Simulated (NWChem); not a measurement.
## Basis-set convergence for sulfur dioxide (O$_{2}$S)

SMILES: O=S=O
```xyz
3

O      1.2504     0.0000    -0.3713
S      0.0000     0.0000     0.3713
O     -1.2504     0.0000    -0.3713
```
Charge 0, spin multiplicity 1.

Program: NWChem. The geometry was optimised at PBE0/def2-SVP, a minimum by its harmonic frequencies.

Quantity: dipole moment at the level PBE0.

The Pople sets run with spherical d functions.

| basis | functions | dipole moment (D) |
|---|---|---|
| 3-21G | 31 | 1.94 |
| 6-31G* | 46 | ? |
| 6-311G** | 62 | 1.95 |
| aug-cc-pVDZ | 73 | 1.76 |
| 6-311++G** | 74 | ? |
| def2-TZVP | 99 | 1.77 |
| def2-TZVPP | 104 | 1.77 |
| def2-TZVPD | 126 | ? |
| aug-cc-pVTZ | 142 | 1.75 |
| def2-QZVP | 184 | 1.75 |

Complete the blanks.


- 6-31G*, dipole moment (D): 1.80
- 6-311++G**, dipole moment (D): 1.99
- def2-TZVPD, dipole moment (D): 1.72
